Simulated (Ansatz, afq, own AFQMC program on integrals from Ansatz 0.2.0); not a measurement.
Where AFQMC and coupled cluster stand for HfS, singlet

```csv
atom,x (Å),y (Å),z (Å)
Hf,0.0000,0.0000,0.0000
S,0.0000,0.0000,1.7580
```

Basis def2-SVP with its core potentials. Only valence electrons are correlated. AFQMC by an in-house program on the Cholesky factors that Ansatz 0.2.0 writes for its CCSD(T) run. The CISD trial takes its coefficients from CCSD amplitudes. Released means that phaseless walkers are propagated on without the constraint, phases kept. Free projection: walkers drawn from exp(T), propagated without any constraint. Its projection time is finite, and what remains of the start isn't in its error. Error bars are statistical, one sigma. No spin–orbit coupling. The metal's outer-core s and p shells are frozen, which shifts wave-function levels against functionals.

Determinant: RHF, the one that the program's search chose, which needn't be the lowest solution. The geometry is a point of a scan.

No full CI on the walks' own integrals is used here; CCSDT(Q) serves as the reference and is uncertain by about the last step of the cluster series.

Cautions: no spin-orbit coupling; outer-core shells of the metal frozen; higher spins were not checked; restricted determinant unstable towards unrestricted (UHF 8 meV lower, ⟨S²⟩ 0.17).

```
T1 diagnostic                               : 0.0207
weight of the determinant in the CISD state : 0.860
size of the correlated space                : 10 electrons in 41 orbitals
```

```tsv
level	correlation energy (eV)
MP2	-5.6964
CCSD	-5.9707
CCSD(T)	-6.2767
```

Estimate where phaseless AFQMC with a CISD trial lies against CCSD(T) on the same integrals.

0.63 ± 0.39 kcal/mol above CCSD(T). The gap is under twice the noise, so this walk alone can't tell the two apart.

Reference: CCSDT(Q), correlation energy -6.304 eV. The released energy is read at 4.20 1/Eh (meV from the phaseless value at times in 1/Eh: -17 ± 13 at 0.60, -16 ± 17 at 1.20, -42 ± 21 at 2.00, -58 ± 25 at 3.00, -24 ± 30 at 4.20).

```csv
level,E − E(reference) (kcal/mol),share of correlation (%)
CCSD(T),0.63,99.57
CCSDT,0.35,99.76
ph-AFQMC/CISD,1.26 ± 0.39,99.14
released AFQMC,0.69 ± 0.70,99.52
free AFQMC,0.41 ± 0.41,99.72
```

Free projections are given only where their last times agree within the noise and don't stop above the reference; a slow remainder of the start can still hide under it. A walk keeps the symmetry of its determinant, which the program's search chose and which needn't be the lowest solution, so a lower state of the same spin and another symmetry isn't excluded. Released energies are given only where the last usable release times agree within the noise; a slower fall can still hide under it.
